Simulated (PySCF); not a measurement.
**Vibration and rotation of BN**

PBE0 constants of BN, ³Π (triplet), unpaired electrons σ ↑, π ↑ (B def2-TZVP, N def2-TZVP; no relativity (PySCF 2.14); masses 11.0093 and 14.0031 u):

| Property | Result |
| --- | --- |
| ωe | 1594.8 cm⁻¹ |
| ωexe | 12.4 cm⁻¹ |
| Be | 1.5805 cm⁻¹ |
| αe | 0.0163 cm⁻¹ |
| D (centrifugal) | 6.21e-06 cm⁻¹ |
| De to B + N | 4.81 eV |

(1) Give the vibrational terms G(v) and spacings up to v = 6.

(2) How well does the Morse estimate ωe²/(4ωexe) reproduce De, and what is D0?

The state is the lowest determinant that a PBE0 search found; another state may lie lower at other levels.

Answers

(1) G(v) = ωe(v+½) − ωexe(v+½)².

```
v  G(v) (cm⁻¹)  G(v) − G(v−1)  Bv (cm⁻¹)
0          794                     1.572
1         2364           1570      1.556
2         3910           1545      1.540
3         5430           1520      1.523
4         6925           1496      1.507
5         8396           1471      1.491
6         9842           1446      1.475
```

(2) It gives 6.36 eV, 132 % of the computed De. D0 = De − G(0) = 4.81 − 0.10 = 4.71 eV.
